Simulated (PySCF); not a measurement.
Compound: C3H7N2O (charge +1).
Numbering: `[NH2:1]/[CH:2]=[C:3](/[OH:4])[CH:5]=[NH2+:6]` (hydrogens: H7, H8 on N1; H9 on C2; H10 on O4; H11 on C5; H12, H13 on N6)

Theory: PySCF 2.14.0, CAM-B3LYP/def2-SVP geometry optimisation, gas phase.

**Question.** List the bond lengths, angles and torsions at this level.

**Answer.** 
```csv
bond,length (Å)
N1–C2,1.327
C2=C3,1.387
C3–O4,1.364
C3–C5,1.397
C5=N6,1.312
"N1–H7, N1–H8",1.014
C2–H9,1.096
O4–H10,0.965
C5–H11,1.092
N6–H12,1.015
N6–H13,1.019
```

Bonds in one row agree within 0.01 Å and their mean is given. A selection of angles:
```csv
angle,degrees
C2–N1–H7,120.1
C2–N1–H8,123.7
H7–N1–H8,116.2
N1–C2–C3,129.4
N1–C2–H9,114.0
C3–C2–H9,116.6
C2–C3–O4,123.0
C2–C3–C5,123.8
O4–C3–C5,113.2
C3–O4–H10,113.7
C3–C5–N6,121.2
C3–C5–H11,121.6
N6–C5–H11,117.2
C5–N6–H12,122.1
C5–N6–H13,119.0
H12–N6–H13,118.9
```

Dihedral angles: N1–C2–C3–O4 180° (antiperiplanar); C2–C3–C5–N6 180° (antiperiplanar); H10–O4–C3–C2 -1° (synperiplanar).

C5 (C=N carbon) is planar (angles 121.6°, 121.2° and 117.2°, sum 360.0°, 0.00 Å off the plane of its three neighbours). N1 (enamine nitrogen) is planar (angles 123.7°, 120.1° and 116.2°, sum 360.0°, 0.00 Å off the plane of its three neighbours). Of the pairs four or more bonds apart, those above aside, H8···H11 is among the closest relative to their van der Waals radii: 2.26 Å, 94 % of the sum of Bondi's values. C2 (vinylic carbon bearing nitrogen) is planar (angles 129.4°, 116.6° and 114.0°, sum 360.0°, 0.00 Å off the plane of its three neighbours). C3 (vinylic carbon bearing oxygen) is planar (angles 123.8°, 123.0° and 113.2°, sum 360.0°, 0.00 Å off the plane of its three neighbours). The 6 heavy atoms lie in one plane (0.001 Å rms). H13 on N6 lies 2.24 Å from O4, 4 bonds away (angle at H 100°; Bondi radii sum to 2.72 Å).

Point group: Cs (every atom within 0.08 Å of its image). CAM-B3LYP/def2-SVP frequencies: not computed here. Geometry: CAM-B3LYP/def2-SVP, one conformer, isolated ion. Torsions: C2–C3–O4–H -1°, C2–C3–C5–N6 180°.
